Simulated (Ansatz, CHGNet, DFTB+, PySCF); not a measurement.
**Lattice constant a of diamond: levels of theory against measurement**

Reference value: 3.553 Å (measured, static lattice: zero-point anharmonic expansion removed, our sources range from 3.543 to 3.555; as tabulated in Mejia-Rodriguez and Trickey (2018), arXiv:1807.09216).

Task: What do DFTB cp2k-scc, CHGNet-r²SCAN, PBE, r²SCAN-D4, HSE06, CCSD(T) give, and how far is each from the reference?

Result: 
| level (code) | value (Å) | error (%) |
|---|---|---|
| DFTB cp2k-scc (DFTB+) | 3.558 | +0.14 |
| CHGNet-r²SCAN | 3.559 | +0.17 |
| PBE (Ansatz) | 3.572 | +0.53 |
| r²SCAN-D4 (Ansatz) | 3.555 | +0.06 |
| HSE06 (Ansatz) | 3.546 | -0.20 |
| CCSD(T) (PySCF) | 3.552 ± 0.02 | -0.03 |

Once the reference is moved by up to 0.28 % (a margin picked here for doubts on the reference and the settings) and values within 0.10 % count as equal, the nearest can be CCSD(T) (-0.03 %), r²SCAN-D4 (+0.06 %), DFTB cp2k-scc (+0.14 %), CHGNet-r²SCAN (+0.17 %) or HSE06 (-0.20 %). Within 2 %: DFTB cp2k-scc, CHGNet-r²SCAN, PBE, r²SCAN-D4, HSE06, CCSD(T).

A ± on a computed value is a rough bar: the spread of its extrapolation, a floor set from checks against published values, or a statistical error. Cutoffs and k meshes differ between the levels. Ansatz's density-functional and Hartree–Fock values are scalar-relativistic unless marked +SOC, with PAW data made under PBE.

Machine-learned potentials (CHGNet-r²SCAN) are trained on DFT data: a solid inside that data is no test of them.

Differences are worked out from the printed values.

Ansatz is a quantum-chemistry and plane-wave program.
